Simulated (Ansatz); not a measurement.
## Worked example: vertical energy of the quartet above the doublet of NO2 (nitrogen dioxide)

The species is NO2 (3 atoms), meant as a doublet with charge 0. As SMILES, `[O]N=O`. Geometry: relaxed at GFN2-xTB.

| atom | x (Å) | y (Å) | z (Å) |
| --- | --- | --- | --- |
| O | 0.2017 | -1.0924 | -0.0049 |
| N | -0.2479 | -0.0084 | -0.1362 |
| O | 0.0462 | 1.1008 | 0.1411 |

Both states at this one shape; open shells run unrestricted unless said. 1 Eh = 27.2114 eV.

| level | program | doublet NO2 (Eh) | quartet NO2 (Eh) |
| --- | --- | --- | --- |
| UPBE/STO-3G | Ansatz | -202.058473 | -201.883690 |
| U-r2SCAN/STO-3G | Ansatz | -202.194591 | -202.032471 |
| UB3LYP/STO-3G | Ansatz | -202.226512 | -202.073205 |
| U-wB97X/STO-3G | Ansatz | -202.216645 | -202.069103 |

Question: Work out the vertical gap, second state less first, at each level.

Answer: 
1. UPBE/STO-3G: -201.883690 − (-202.058473) = 0.174783 Eh = 4.76 eV.
2. U-r2SCAN/STO-3G: -202.032471 − (-202.194591) = 0.162120 Eh = 4.41 eV.
3. UB3LYP/STO-3G: -202.073205 − (-202.226512) = 0.153307 Eh = 4.17 eV.
4. U-wB97X/STO-3G: -202.069103 − (-202.216645) = 0.147542 Eh = 4.01 eV.

No measured value is set beside it here; the levels span 4.01 to 4.76 eV. Minimal sets are far from the basis-set limit.
